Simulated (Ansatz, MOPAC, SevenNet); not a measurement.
**How well does each level of theory give the lattice parameter c of litharge PbO?**

Reference value: 5.023 Å (measured, room temperature, no zero-point or thermal correction, our sources range from 4.995 to 5.023; as tabulated in Canepa et al. (2012), arXiv:1204.2842).

```json
[
 {"level (code)": "PM7 semi-empirical Hartree-Fock (MOPAC)", "value (Å)": "6.488", "difference (%)": "+29"},
 {"level (code)": "SevenNet-l3i5", "value (Å)": "5.347", "difference (%)": "+6.45"},
 {"level (code)": "LDA (Ansatz)", "value (Å)": "4.894", "difference (%)": "-2.57"},
 {"level (code)": "PBE (Ansatz)", "value (Å)": "5.616", "difference (%)": "+11.8"},
 {"level (code)": "PBEsol (Ansatz)", "value (Å)": "5.087", "difference (%)": "+1.27"},
 {"level (code)": "rVV10 (Ansatz)", "value (Å)": "4.992", "difference (%)": "-0.62"},
 {"level (code)": "r²SCAN-D4 (Ansatz)", "value (Å)": "5.122", "difference (%)": "+1.97"},
 {"level (code)": "r²SCAN+rVV10 (Ansatz)", "value (Å)": "5.011", "difference (%)": "-0.24"},
 {"level (code)": "PBE0 (Ansatz)", "value (Å)": "5.577", "difference (%)": "+11.0"}
]
```

Leaving aside PM7 semi-empirical Hartree-Fock (MOPAC) (doubt noted below): The reference is not for a static lattice or low temperature, so close values are not ranked against it. Off by more than 1.75 %, or 2.45 % on the side where a correction would as a rule narrow the miss (bounds picked here): PBE (+11.8 %), PBE0 (+11.0 %), SevenNet-l3i5 (+6.45 %), LDA (-2.57 %), r²SCAN-D4 (+1.97 %).

The reference isn't brought to a static lattice, while the calculations are for one, so the differences are not the levels' errors alone.  Density-functional levels without +SOC have no spin–orbit coupling. PM7 semi-empirical Hartree-Fock (MOPAC): the cell has another shape than the first-principles one, perhaps another minimum in the same group. PM7 semi-empirical Hartree-Fock (MOPAC): the method was fitted mainly to molecules. PM7 semi-empirical Hartree-Fock (MOPAC): the run uses a supercell at the zone centre in place of a k mesh. LDA: LDA has no dispersion term either, though it tends to give short spacings of layers, chains or molecules. PBE: for a layered or molecular solid the relaxed cell lies over 5 % above the published volume, where the minimum can be shallow. PBE, PBEsol, PBE0: the cell comes from a level without a dispersion term, which matters for the spacing of layers, chains or molecules. Cutoffs and k meshes differ between the levels. Ansatz's density-functional and Hartree–Fock values are scalar-relativistic unless marked +SOC, with PAW data made under PBE.

Machine-learned potentials (SevenNet-l3i5) are trained on DFT data: a solid inside that data is no test of them.

Differences are worked out from the printed values.

Ansatz is a quantum-chemistry and plane-wave program.
